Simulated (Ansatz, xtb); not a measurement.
## CH4NO−: which of two isomers lies lower

Structure a: `NC[O-]`, a singlet. Structure b: `[NH-]CO`, a singlet. Both are isolated ions in the gas phase, relaxed with PBE0-D3(BJ)/def2-SVPD; the shapes shown needn't be the lowest conformers.

a (Å):

```xyz
7

C    -0.4734    1.1901   -0.5404
N    -1.3669    1.0075    0.6624
O    -0.9931    0.8440   -1.6994
H    -1.6619    0.0305    0.6069
H    -2.2218    1.5101    0.4155
H     0.4616    0.6181   -0.2415
H    -0.1670    2.2808   -0.4561
```

b (Å):

```xyz
7

C    -1.2348    1.0522   -0.4958
N    -0.7669   -0.0697    0.1538
O    -0.3374    2.2647   -0.3510
H    -1.0399   -0.0081    1.1380
H    -1.2843    0.8888   -1.5959
H    -2.2248    1.4703   -0.1752
H     0.4399    1.8074   -0.0012
```

**Question.** Which of the two would you expect CCSD(T)/def2-SVPD + ΔMP2/def2-TZVPPD electronic energies to favour?

**Answer.** Structure a; the calculation gives E(b) − E(a) = +12.1 kcal/mol.

The same difference at several levels:

| level | geometry | E(b) − E(a) (kcal/mol) | departure from the last row (kcal/mol) | job, with rough time for the two |
| --- | --- | --- | --- | --- |
| GFN2-xTB | GFN2-xTB | +24.3 | +12.2 | optimisation, 1.1 s |
| HF/STO-3G | GFN2-xTB | +6.5 | −5.5 | single point, 0.96 s |
| r2SCAN-D4/def2-SVPD | GFN2-xTB | +22.6 | +10.6 | single point, 8.8 s |
| PBE0-D3(BJ)/def2-SVPD | PBE0-D3(BJ)/def2-SVPD | +15.3 | +3.2 | optimisation, 1.9 min |
| HF/def2-SVPD | PBE0-D3(BJ)/def2-SVPD | +16.8 | +4.7 | part of the CCSD(T) run |
| MP2/def2-SVPD | PBE0-D3(BJ)/def2-SVPD | +14.6 | +2.5 | part of the CCSD(T) run |
| CCSD(T)/def2-SVPD | PBE0-D3(BJ)/def2-SVPD | +14.7 | +2.6 | single point |
| CCSD(T)/def2-SVPD + ΔMP2/def2-TZVPPD | PBE0-D3(BJ)/def2-SVPD | +12.1 |  | single point, 60 s |

As drawn, b has 1 O–H in place of 1 N–H.

None of the levels shown reverses the order. The largest departure from CCSD(T)/def2-SVPD + ΔMP2/def2-TZVPPD is that of GFN2-xTB, 12.2 kcal/mol. The last row adds to CCSD(T) the change of the MP2 difference between the two basis sets, here −2.6 kcal/mol.

With harmonic frequencies from PBE0-D3(BJ)/def2-SVPD (ideal gas, rigid rotor, one conformer each, 1000 K, 1 atm): on the last row, ΔE + ΔZPE = +11.5, ΔH = +12.2, ΔG = +10.6 kcal/mol.

The correlated steps freeze 3 core orbitals. Mirror images aren't counted in ΔG. Run with Ansatz 0.2.0, xtb 6.7.1; the last row on 1 thread of AMD EPYC (Zen 3) on a shared host.
